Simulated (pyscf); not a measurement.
Optimised with ωB97X-D3(BJ)/def2-SVP in PySCF.

How much does it cost (ΔH, 298 K, ωB97M-D3(BJ)/def2-TZVP) to split HO–TiH(OH)–Cl (SMILES [OH][TiH]([OH])[Cl]) at its H–Ti bond into [HO–Ti(OH)–Cl]• + H•?

H–Ti to [HO–Ti(OH)–Cl]• + H•: 51.7 kcal/mol. The 7 functionals that were run give +44.3 (M06-2X) to +58.0 kcal/mol (PBE). The radicals are drawn with the spin at the cut bond; how far it spreads was not checked. Other isomers of [HO–Ti(OH)–Cl]• were not searched in full and may lie lower. Open-shell species with a d-block atom are single-reference here; other states, and whether the spin sits on metal or ligand, were not checked.
